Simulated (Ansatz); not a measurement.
Compare A (`OC1=NCC1`) with its isomer B (`C=C(O)C=N`).

Gas-phase electronic energies from Ansatz, PBE0-D4/def2-TZVP geometries. CBS: MP2 limit from def2 TZ/QZ plus the TZ coupled-cluster correction, frozen cores. Functionals use def2-TZVPP. B3LYP here is the variant with VWN-RPA as its local correlation; programs differ in this. Each species was taken in one conformer, which may not be the lowest.

**Question.** Which isomer does CCSD(T)/CBS put lower? Give the gap. (Estimate.)

**Answer.** Computed: B, by 26.4 kJ/mol.

**Question.** Give E(B) − E(A) in kJ/mol with B3LYP-D4, B3LYP, PBE-D4, BLYP-D4, r2SCAN-D4, PBE0-D4, B2PLYP. (An estimate is asked.)

**Answer.** The calculation gave: B3LYP-D4 -39.9, B3LYP -39.4, PBE-D4 -25.5, BLYP-D4 -50.5, r2SCAN-D4 -30.2, PBE0-D4 -14.7, B2PLYP -32.3. None reverses the order clearly.

**Question.** Does the order hold for the free energy at 298.15 K (harmonic terms from PBE0-D4)? (Estimate.)

**Answer.** Ansatz gave: Yes: G(B) − G(A) = -30.9 kJ/mol, for one conformer each.

Largest T1 diagnostic: 0.013.

From BLYP to BHLYP (50 % exact exchange), in def2-TZVPP and without D4, E(B) − E(A) moves by +19.6 kJ/mol. At CCSD(T), def2-SVP lies +4.7 kJ/mol from the extrapolated value and def2-TZVPP +2.6 kJ/mol.
